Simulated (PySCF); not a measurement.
Isomers of C6H4N4, one GFN2-xTB conformer each. Single-point energies are computed at PBE0/pcSseg-1 (PySCF, gas phase, no added dispersion term), electronic only.

Question: Rank them by PBE0/pcSseg-1 energy, lowest first (kcal/mol).
A. `N#Cc1nn(C)nc1C#C`
B. `[CH:1]#[C:2][CH2:3][n:4]1[cH:5][c:6]([C:7]#[N:8])[n:9][n:10]1` with C2–C3–N4–C5 -50°
C. `[CH:1]#[C:2][CH2:3][n:4]1[n:5][cH:6][c:7]([C:8]#[N:9])[n:10]1` with C2–C3–N4–N5 -88°
D. 1,4,5,8-tetraazanaphthalene, `c1cnc2nccnc2n1`

Answer: D (0.0), A (64.3), C (70.4), B (74.9).

As drawn, the highest has a C≡N group, a C≡C bond and an N–N linkage, which the lowest lacks. GFN2-xTB itself gives, in the same order: 0.0, 58.9, 62.8, 67.2. Both levels put the same isomer lowest; measured from each level's own lowest isomer, the values differ by up to 7.7 kcal/mol (C#CCn1cc(C#N)nn1: 67.2 against 74.9).

Q: Which frontier levels, dipoles and rotational constants go with these structures?

A: 
```
          SMILES  HOMO (eV, PBE0/pcSseg-1)  LUMO (eV)  dipole (D)       A, B, C (MHz)
  c1cnc2nccnc2n1                     -7.16      -2.90        0.00   3297, 1403, 984.2
C#Cc1nn(C)nc1C#N                     -7.72      -1.47        4.64   2015, 1198, 754.8
C#CCn1ncc(C#N)n1                     -8.32      -1.39        4.51  3604, 762.1, 703.2
C#CCn1cc(C#N)nn1                     -8.22      -1.22        6.98  3294, 793.2, 667.8
```
